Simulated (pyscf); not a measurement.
HB=O (SMILES B=O) + SiH₄ (SMILES [SiH4]) → O=B–SiH₃ (SMILES O=B[SiH3]) + H₂ (SMILES [H][H]) (four-centre exchange; singlet surface; B–H, H–Si broken, B–Si, H–H formed). Structures and frequencies: ωB97X-D3(BJ)/def2-SVP in PySCF. Energies in kcal/mol from the separated reactants.

```
level                      barrier  reaction energy
----------------------  ----------  ---------------
ωB97X-D3(BJ)/def2-TZVP  (withheld)       (withheld)
PBE/def2-TZVP                 61.8             +1.6
PBE0-D3(BJ)/def2-TZVP         66.8             +2.2
M06-2X/def2-TZVP        (withheld)             +3.2
ωB97M-D3(BJ)/def2-TZVP        73.8             +4.2
HF/def2-TZVP                 103.1             +8.6
```

Task: Some entries are withheld; supply them.

Result: 
- ωB97X-D3(BJ)/def2-TZVP, barrier: 73.5
- ωB97X-D3(BJ)/def2-TZVP, reaction energy: +1.5
- M06-2X/def2-TZVP, barrier: 75.5

The functionals in the table span 13.7 kcal/mol in this barrier, from PBE to M06-2X. The same reactants have a lower exit, to H₂B–O–SiH₃ (barrier +17.6 kcal/mol at ωB97M-D3(BJ)/def2-TZVP, against +73.8 kcal/mol here). This is the saddle that the search found; another between the same sides may lie lower.
